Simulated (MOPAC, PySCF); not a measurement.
C3H6, SMILES `CC=C`, neutral singlet in the gas phase. 

Z-matrix (Å, degrees):
```
C
C 1 1.3268
H 2 1.0825 1 121.77
H 2 1.0846 3 116.80 1 -180.00
H 1 1.0872 2 118.90 3 0.00
C 1 1.4958 5 115.97 2 -180.00
H 6 1.0909 1 111.48 5 -180.00
H 6 1.0939 7 108.28 1 122.38
H 6 1.0939 7 108.28 8 115.23
```
Charge 0, multiplicity 1.

All levels are single points at this geometry (B3LYP-D3(BJ)/def2-TZVP); Pople sets use spherical d functions. Orbital energies aren't observables, and empty levels follow the basis.

SVWN5/6-31G* in PySCF gives gap (eV) = 5.77.

**Question.** Estimate the gap (eV) from each of these levels: B3LYP-D3(BJ)/def2-TZVP in PySCF; B3LYP/3-21G in PySCF; HF/6-31G* in PySCF; PM6 in MOPAC; PM7 in MOPAC.

**Answer.** 
```csv
level,gap (eV)
B3LYP-D3(BJ)/def2-TZVP in PySCF,7.34
B3LYP/3-21G in PySCF,7.79
HF/6-31G* in PySCF,14.84
PM6 in MOPAC,11.44
PM7 in MOPAC,11.36
```
